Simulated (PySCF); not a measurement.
methyl formate (C₂H₄O₂), SMILES COC=O.

Coordinates come from a ωB97X-D3(BJ)/def2-SVP optimisation. One conformer was computed; it need not be the lowest.

Two levels are set side by side: PBE/def2-TZVPD (PySCF) and B3LYP/def2-TZVPD (PySCF). Same geometry, gas phase. Differences are taken from unrounded values.

| quantity | B3LYP |
|---|---|
| orbital gap (eV) | 7.73 |
| highest occupied level (eV) | -8.15 |
| lowest empty level (eV) | -0.42 |
| dipole moment (D) | 1.92 |
| mean polarisability (bohr³) | 34.7 |

**Question.** What does PBE give, and how far is it from B3LYP? (Estimate from the structure and the level; the computed values follow.)

**Answer.** 
| quantity | PBE | PBE minus B3LYP |
|---|---|---|
| orbital gap (eV) | 5.47 | -2.27 |
| highest occupied level (eV) | -6.72 | 1.43 |
| lowest empty level (eV) | -1.26 | -0.84 |
| dipole moment (D) | 1.89 | -0.03 |
| mean polarisability (bohr³) | 36.1 | 1.4 |

Without exact exchange PBE keeps part of each electron's self-repulsion, which lifts occupied levels and narrows the gap. PBE's more diffuse valence density responds more strongly to a field. Differences between two approximate levels are no errors against the true value.

Rough cost on one machine, each run with all the roots and properties that it gave: B3LYP against PBE within a factor of 2.
